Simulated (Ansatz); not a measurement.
Diamond, treated with HSE06 (PAW; Ansatz, an electronic-structure program).

Run with plane-wave cutoff 460 eV, 12×12×12 k mesh, Fermi–Dirac smearing 0.01 eV, scalar-relativistic PAW data made under PBE.

Response to compression and expansion:

```csv
V (Å³/atom),P (GPa),direct gap at Γ (eV),smallest gap on the k mesh (eV)
5.292,26.51,7.191,5.506
5.431,12.52,7.111,5.437
5.581,-0.84,7.028,5.366
5.710,-11.04,6.959,5.307
5.849,-20.94,6.885,5.244
```

The fundamental gap (5.33 eV at the equilibrium volume, with added k points) lies elsewhere than Γ–Γ.
